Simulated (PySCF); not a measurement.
Compound: C4H10.
SMILES: `CC(C)C`

The calculation used PBE0-D3(BJ)/def2-SVP geometry optimisation, gas phase (PySCF 2.14.0).

Take the most abundant isotopes and a rigid rotor. 

**Question.** Give the principal moments of inertia and the rotational constants in MHz.

**Answer.** Ia = 64.72, Ib = 64.73, Ic = 111.64 u·Å²; 505379 MHz·u·Å²/I gives A = 7809, B = 7808, C = 4527 MHz.

**Question.** Classify the top.

**Answer.** An oblate symmetric top, as the point group C3v requires two equal moments; the computed ones differ by 0.01 % because the geometry is symmetric only within the optimiser's tolerance; Ray's κ = 0.999.

**Question.** Is it planar, by Δ = Ic − Ia − Ib?

**Answer.** Not planar: Δ = Ic − Ia − Ib = -17.81 u·Å². For a rigid frame Δ = −2 Σ m c², so Σ m c² = 8.90 u·Å² lies off the ab plane: 6.96 from hydrogen and 1.94 from heavier atoms. The atom farthest from that plane is 1.47 Å away.

The dipole components are |μa| = 0.00 D, |μb| = 0.00 D, |μc| = 0.09 D.

**Question.** Estimate the classical rotational partition function at 10 K, 50 K and 200 K.

**Answer.** Point group C3v, symmetry number σ = 3; q = (√π/σ)·√((kT/h)³/(ABC)), k/h = 20836.6 MHz/K: 107 at 10 K, 1200 at 50 K, 9570 at 200 K.

No frequency check. No vibrational averaging or centrifugal distortion is included, and the geometry carries the error of its method.
